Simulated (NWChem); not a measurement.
# SiH4 anion, doublet; SMILES of the neutral closed-shell parent [SiH4]

```xyz
5

Si     0.0000     0.0000     0.0008
H      0.9962     0.7013     0.8623
H     -0.9962    -0.7013     0.8623
H      0.7013    -0.9962    -0.8607
H     -0.7013     0.9962    -0.8607
```
Atoms are numbered in this order, from 1.

Level: B3LYP/def2-SVPD, spin-unrestricted (NWChem), optimised geometry, unscaled harmonic frequencies. In the optimisation the excess spin sits in a (C2, its own frame). The spin multiplicity was typed, not searched, and may not be the lowest. The highest occupied level is positive, so the extra electron may be held by the finite basis.

```tsv
frequency (cm⁻¹)	IR intensity (km/mol)
881	10.6
881	10.6
881	10.6
1006	0.0
1006	0.0
2007	0.0
2101	5.1
2101	5.2
2101	5.1
```

```
Quantity                                                                           Value
-----------------------------------------------------------------------  ---------------
zero-point energy                                                          18.5 kcal/mol
thermal correction to the enthalpy at 298.15 K (with zero-point energy)    21.1 kcal/mol
heat capacity Cv                                                         8.3 cal/(mol K)
```

Rigid rotor and harmonic oscillator.
